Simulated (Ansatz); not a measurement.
# CHBSi: the cost of one run

Computed with Ansatz 0.2.0, Gaussian basis. Level: def2-TZVPP, core rule «outside noble gas», up to 7 orbitals frozen.

To be run: UHF; ROHF; CCSD(T) on UHF.

2 further runs of the same task are left out: 2 set aside as unsound or not needed.

### Step 1. What is computed

The geometry is a PBE0/def2-TZVP stationary point (not a proven minimum) of the parent state, kept for this charge and spin.

4 atoms, charge 0, spin multiplicity 5.

Atoms are counted from 1 here; the program's logs count them from 0.

Bond lengths: B1–Si2 1.863 Å, Si2–C3 1.679 Å, C3–H4 1.082 Å. Angles: B1–Si2–C3 143.8°, Si2–C3–H4 141.9°.

### Step 2. UHF

The input, in.yaml:

```yaml
crystal:
  periodic: [false, false, false]
  atoms:
    - {symbol: B, position_ang: [0.000000, -0.307706, 1.826587]}
    - {symbol: Si, position_ang: [0.000000, 0.244910, 0.047705]}
    - {symbol: C, position_ang: [0.000000, -0.300317, -1.540627]}
    - {symbol: H, position_ang: [0.000000, 0.054790, -2.562688]}
basis:
  gaussian: {orbitals: def2-TZVPP}
magnetization: {spin_polarized: true, initial_magnetization: 4}
hamiltonian: {xc: hf}
output: {orbitals: {seedname: orbitals}}
```

Command:

```sh
$ ansatz run in.yaml --threads 1 --pin off --events-out ev --progress --plain --max-ram 4096MiB --backend cpu
```

What time and memory should one allow on 1 thread of AMD EPYC 7R13, shared host?

About 8.5 s, with a peak of 0.27 GiB.
